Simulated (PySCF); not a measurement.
# Ionisation energy of S by level of theory

S [Ne] 3s2 3p4 (3P) → S⁺ [Ne] 3s2 3p3 (4S), as a difference of total energies. All numbers are calculated (PySCF 2.14, the non-relativistic Hamiltonian (point nucleus), in def2-QZVPPD (10s7p5d2f1g, 79 functions)). Correlated levels: valence: [Ne] frozen; valence and next inner shell: 1s2 frozen. The calculations carry no spin-orbit coupling.

```
                                method  ionisation energy (eV)
                                   UHF                   9.236
                                   LDA                  10.567
                                   PBE                  10.428
                                  PBE0                  10.403
                                r2SCAN                  10.387
                             CAM-B3LYP                  10.541
                                  BLYP                  10.417
                             BHandHLYP                  10.360
                                B2PLYP                  10.347
                         MP2 (valence)                  10.084
                     SCS-MP2 (valence)                  10.184
    MP2 (valence and next inner shell)                  10.084
SCS-MP2 (valence and next inner shell)                  10.180
```

How much does correlation contribute at MP2 (valence and next inner shell)?

10.084 − (9.236) = 0.848 eV, measured against UHF.

A first-order spin-orbit estimate (lowest level to lowest level, LS coupling) adds 0.023 eV.

Errors of the correlated levels include the incompleteness of this basis and the frozen core.

For comparison: 10.360 eV (measured; NIST Atomic Spectra Database, ionization energies).
